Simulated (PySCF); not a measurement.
Species: C₄H₅NO.
Z-matrix (Å and degrees, GFN2-xTB geometry), rows numbered from 1:
```
O 
C   1  1.2055
N   2  1.3459  1  125.74
C   3  1.4404  2  122.69  1     0.03
C   4  1.4922  3  119.66  2   149.84
C   5  1.3047  4   64.08  3   106.09
H   2  1.1074  1  122.60  3  -180.00
H   3  1.0082  2  120.12  1   179.99
H   4  1.0828  3  109.79  2     0.04
H   5  1.0624  4  145.83  6  -178.39
H   6  1.0624  4  145.82  5   178.38
```

The closed-shell ground state was solved at several levels (PySCF, density fitting, gas phase, non-relativistic).

```json
{"level": "PBE0/def2-SVPD", "basis functions": "163", "total energy (Eh)": "-284.8057", "HOMO (eV)": "-7.16", "LUMO (eV)": "-0.60", "gap (eV)": "6.56", "dipole (D)": "4.48"}
{"level": "B3LYP/pcJ-1", "basis functions": "212", "total energy (Eh)": "-285.3321", "HOMO (eV)": "-6.82", "LUMO (eV)": "-0.69", "gap (eV)": "6.13", "dipole (D)": "4.40"}
{"level": "CAM-B3LYP/def2-SVPD", "basis functions": "163", "total energy (Eh)": "-284.9928", "HOMO (eV)": "-8.50", "LUMO (eV)": "0.56", "gap (eV)": "9.06", "dipole (D)": "4.52"}
```

Question: Estimate the row for PBE0/pcSseg-1, a basis of 127 functions; the other rows only guide the guess.

Answer: Total energy -284.9636 Eh, HOMO -7.06 eV, LUMO -0.46 eV, gap 6.60 eV, dipole 4.41 D.

Question: Over all these levels, which gives the widest orbital gap and which the narrowest?

Answer: CAM-B3LYP/def2-SVPD (range-separated hybrid) has the widest, 9.06 eV, and B3LYP/pcJ-1 (global hybrid, 20 % exact exchange) the narrowest, 6.13 eV. Functional and basis both differ between the two, so the spread mixes both effects.

Question: How far do the dipole and the HOMO energy spread over the levels?

Answer: The dipole runs from 4.40 to 4.52 D (mean 4.45 D) and the HOMO from -8.50 to -6.82 eV.

One conformer stands for the species.
